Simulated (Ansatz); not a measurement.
What does this script print? It uses Ansatz's Python interface.

`conformers.py`:
```python
import ansatz as az
from rdkit import Chem
from rdkit.Chem import AllChem


def main() -> None:
    rd = Chem.AddHs(Chem.MolFromSmiles('C=CCC(C)[O-]'))
    ids = list(AllChem.EmbedMultipleConfs(rd, numConfs=20, randomSeed=31, pruneRmsThresh=0.4))
    field = [energy for _, energy in AllChem.MMFFOptimizeMoleculeConfs(rd)]
    distinct = {round(e, 2): i for i, e in zip(ids, field)}
    chosen = sorted(distinct.items())[:3]
    found = []
    for force_field, index in chosen:
        molecule = az.Crystal.molecule()
        for atom, xyz in zip(rd.GetAtoms(), rd.GetConformer(index).GetPositions()):
            molecule = molecule.atom(atom.GetSymbol(), xyz.round(5).tolist())
        calculation = molecule.calculation().basis(gaussian='def2-SVP').functional('pbe0', dispersion='d4').charge(-1)
        found.append(calculation.run().report['free_energy_ev'])
    print('conformer   MMFF (kcal/mol)   this level (eV)')
    for (force_field, index), e in zip(chosen, found):
        print(f'{index:9d} {force_field - chosen[0][0]:17.2f} {(e - min(found)):17.3f}')


if __name__ == '__main__':
    main()
```

`python conformers.py` gives:
```text
conformer   MMFF (kcal/mol)   this level (eV)
        1              0.00             0.048
        8              0.42             0.000
        5              0.49             0.031
```

What to keep in mind:
- The conformers keep their force-field geometries.
- Anions want diffuse functions, which this basis lacks.
- Wall time of the script: 13 s on 1 thread of Arm Neoverse V2 (shared host), peak memory 0.37 GiB.
